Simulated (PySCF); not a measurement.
Atoms are numbered as in `[CH3:1]/[CH:2]=[C:3](\[CH3:4])[CH2:5][OH:6]`. Each H is labelled by its parent atom.

- σ from GIAO-PBE0/pcSseg-1
- geometry from GFN2-xTB
- program: PySCF 2.14
- single conformer, no solvent, no relativistic terms, one averaged value for each set of equivalent atoms

References, each an isolated molecule treated in the same way: 13C (σ = 186.93 ppm) against TMS.

Problem. Do the 13C shifts follow the atomic charges (in e)? Tabulate both.

Solution. 
```csv
atoms,hybridisation,δ (ppm),σ para (ppm),Hirshfeld,IAO,Mulliken,ESP-fitted
C3,sp2,144.9,-220,-0.01,-0.02,-0.46,-0.01
C2,sp2,129.9,-199,-0.05,-0.16,-0.16,-0.15
C5,sp3,74.9,-131,-0.00,-0.05,+0.18,-0.03
C1,sp3,16.9,-78,-0.12,-0.43,-0.20,-0.27
C4,sp3,13.9,-75,-0.12,-0.44,-0.16,-0.33
```

Correlation coefficients of δ with charge over these carbons: Hirshfeld +0.79, IAO +0.86, Mulliken -0.33, ESP-fitted +0.80; with the paramagnetic shielding -1.00. With so few points, grouped by hybridisation, these coefficients are fragile. Charge is one influence among several: hybridisation and low-lying excitations act through the paramagnetic term.

Shifts are as computed. Against solution values, carbons near 30 ppm lie about +3 ppm off and those near 130 ppm about +5 ppm. Of 1211 compounds with measured shifts, 218 miss one by over three times the rms of a fit or turn the order of signals round; such compounds aren't used in these exercises.
